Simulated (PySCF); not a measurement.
# CCl−: from the state search to spectroscopic constants

An exercise on one series of results from a longer session: the logs are not shown, and one member is left open.

The runs use PySCF 2.14.0; C aug-cc-pVDZ, Cl aug-cc-pV(D+d)Z, no relativity.

Set-up of the first run:

A driver script around PySCF takes these settings:

| Item | Value |
| --- | --- |
| atoms | C, Cl |
| charge | -1 |
| basis | C aug-cc-pVDZ, Cl aug-cc-pV(D+d)Z |
| Hamiltonian | no relativity |
| basis functions | 55 |
| electrons treated | 24 |
| masses in u | 12.0000, 34.9689 |
| levels | PBE0, PBE, r²SCAN, BHandHLYP, LDA, M06, HF, MP2, SCS-MP2, CCSD, CCSD(T) |
| grid | 80 radial by 434 angular points |
| occupations | held fixed by the projection of orbital angular momentum |
| dissociation limit | C + Cl−, each in its ground configuration |
| starting distance in angstrom | 1.780 |
| values of 2S to try | 0, 2 |

Run with:

```sh
$ OMP_NUM_THREADS=1 python dia.py task.json out
```

Among the steps run: Input; First curve: PBE0; Excited determinants; PBE (GGA); r²SCAN (meta-GGA); BHandHLYP (global hybrid GGA); LDA (local density); M06 (hybrid meta-GGA); UHF (mean field); MP2 and coupled cluster.

One table of the session follows, with a row left open; its other results are not shown here.

It belongs to the step «The curves together». Energy (eV) from each level's lowest point:

```
R (Å)    UHF  UHF-MP2  UHF-SCS-MP2  UHF-CCSD  UHF-CCSD(T)
1.598  0.798    0.608        0.646       n/a          n/a
1.672  0.442    0.288        0.319     0.344        0.349
1.746  0.224    0.108        0.130     0.147        0.150
1.802      ?        ?            ?         ?            ?
1.858  0.058    0.004        0.012     0.017        0.018
1.914  0.021    0.000        0.000     0.000        0.000
1.988  0.000    0.027        0.016     0.009        0.009
2.081  0.005    0.095        0.070     0.055        0.055
2.192  0.036    0.205        0.162     0.140        0.143
2.341  0.100    0.369        0.305       n/a          n/a
```

Estimate the missing values for R (Å) = 1.802.

Worked estimate for «UHF». A straight line through the neighbours (1.746, 0.224) and (1.858, 0.058) gives 0.224 + (0.058 − 0.224) × (1.802 − 1.746) / (1.858 − 1.746) = 0.141; a parabola fitted to 4 rows on both sides gives 0.120.

As computed: UHF: 0.123; UHF-MP2: 0.036; UHF-SCS-MP2: 0.052; UHF-CCSD: 0.062; UHF-CCSD(T): 0.065. In «UHF» the line misses by +0.018 and the parabola by -0.003.
